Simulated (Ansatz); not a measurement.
## Worked example: correlation energy of HCSi, quartet

Geometry: a point of a stretch scan, not a stationary point.

```yaml
atoms:
  - { symbol: Si, position_ang: [0.0000, 0.0364, 0.6130] }
  - { symbol: C, position_ang: [0.0000, -0.1232, -1.2728] }
  - { symbol: H, position_ang: [0.0000, 0.4539, -1.9131] }
```

Basis 6-31G; Ansatz 0.2.0. Only valence electrons are correlated (noble-gas cores frozen), which leaves 9 electrons in 18 orbitals. Prefix R: restricted or restricted open-shell reference; prefix U: unrestricted.

Full CI is exact within this basis and frozen core; it isn't the basis-set limit. The frozen core follows each run's orbitals, which can shift R against U totals by a few meV.

Runs differ by some tens of microhartree through their thresholds and, for an open shell, their frozen cores, so steps under 0.1 kcal/mol mean nothing.

```
    level  total energy (hartree)
      UHF             -327.119066
     UMP2             -327.190322
    UCCSD             -327.212891
 UCCSD(T)             -327.214681
   UCCSDT             -327.215311
UCCSDT(Q)             -327.215454
  full CI             -327.215454
```

Task: What is the correlation energy at full CI, and what share of it do UMP2 and UCCSD(T) recover?

Result: E(corr) = -327.215454 − (-327.119066) = -0.096388 hartree = -2.623 eV. UMP2: -0.071256 / -0.096388 = 73.93 %. UCCSD(T): -0.095615 / -0.096388 = 99.20 %.

Task: By how many kcal/mol does UCCSD(T) miss full CI (1 hartree = 627.509 kcal/mol), and which steps make up the rest?

Result: -327.214681 − (-327.215454) = 0.000773 hartree = 0.49 kcal/mol. Steps: UCCSDT − UCCSD(T) = -0.40, UCCSDT(Q) − UCCSDT = -0.09, full CI − UCCSDT(Q) = 0.00 kcal/mol. That is within 1 kcal/mol of the reference in this basis, which itself misses far more of the correlation at the basis-set limit.
